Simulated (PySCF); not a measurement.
Compound: 3-penten-2-ol, C5H10O.
SMILES with atom numbers: `[CH3:1]/[CH:2]=[CH:3]/[C@H:4]([CH3:5])[OH:6]` (hydrogens: H7, H8, H9 on C1; H10 on C2; H11 on C3; H12 on C4; H13, H14, H15 on C5; H16 on O6)

Computed by this run: PBE0-D3(BJ)/def2-SVP geometry optimisation, gas phase in PySCF 2.14.0; density fitting, grid level 2; the optimiser is geomeTRIC in internal coordinates, started from a GFN2-xTB structure.

Step 0: E = -7380.8428 eV
```
atom  x, y, z in Å  |  force x, y, z in eV/Å
C1      2.6113    0.0696   -0.4551   -0.478  -0.156   0.209
C2      1.2945   -0.3523    0.1042    0.790   0.114  -0.268
C3      0.1644    0.3199   -0.0357   -0.865  -0.215   0.482
C4     -1.1567   -0.1115    0.5370   -0.132   0.372  -0.097
C5     -2.1976   -0.2850   -0.5661    0.483   0.020   0.700
O6     -1.6612    0.8624    1.4400   -0.096  -0.018  -0.239
H7      2.9880   -0.6895   -1.1403    0.252  -0.254  -0.284
H8      3.3426    0.1809    0.3455    0.371   0.052   0.246
H9      2.5244    1.0130   -0.9881    0.044   0.376  -0.230
H10     1.2994   -1.2880    0.6507   -0.125  -0.451   0.301
H11     0.1427    1.2596   -0.5718    0.022   0.498  -0.304
H12    -1.0275   -1.0696    1.0690    0.081  -0.213  -0.027
H13    -3.1493   -0.5700   -0.1268   -0.447  -0.119   0.151
H14    -1.8764   -1.0531   -1.2638    0.095  -0.305  -0.315
H15    -2.3290    0.6544   -1.0960   -0.068   0.402  -0.255
H16    -0.9774    1.0683    2.0858    0.072  -0.102  -0.071
```

**Question.** Estimate the geometry and energy of step 1. (The exact step hangs on the optimiser's Hessian estimate; all steps are aligned on step 0, rigid shifts and turns removed.)

**Answer.** E = -7380.8897 eV, largest force 0.185 eV/Å
```
atom  x, y, z in Å  |  force x, y, z in eV/Å
C1      2.6273    0.0702   -0.4460    0.098   0.032  -0.053
C2      1.3065   -0.3404    0.1042   -0.092  -0.111   0.115
C3      0.1580    0.3281   -0.0356    0.035   0.090  -0.111
C4     -1.1623   -0.1065    0.5249   -0.017  -0.088   0.072
C5     -2.2156   -0.2847   -0.5495   -0.026  -0.016  -0.105
O6     -1.6655    0.8585    1.4258    0.024   0.029   0.049
H7      3.0250   -0.6960   -1.1345   -0.009   0.031   0.023
H8      3.3777    0.1866    0.3555   -0.025  -0.005  -0.023
H9      2.5607    1.0215   -0.9957    0.008  -0.023   0.016
H10     1.2846   -1.2839    0.6716    0.008   0.044  -0.041
H11     0.1440    1.2782   -0.5909   -0.011  -0.041   0.037
H12    -1.0148   -1.0812    1.0399   -0.008   0.042  -0.020
H13    -3.1809   -0.5526   -0.0931    0.037   0.008   0.005
H14    -1.9245   -1.0739   -1.2590   -0.009   0.029   0.022
H15    -2.3522    0.6571   -1.1054    0.001  -0.032   0.023
H16    -0.9757    1.0280    2.0766   -0.014   0.012  -0.007
```

The energy changes by -0.0470 eV. The first-order estimate −F·Δx gives -0.1039 eV and the mean of the old and new forces, exact on a quadratic surface, -0.0471 eV. The step makes an angle of 68° with the force vector and moves no atom by more than 0.053 Å.

The cost below is that of the whole optimisation. The run took 41 s on one thread of an Intel Xeon Platinum 8375C at 2.90 GHz, shared host with 96 logical CPUs at a one-minute load of 47, and the process peaked at 0.73 GiB of memory.
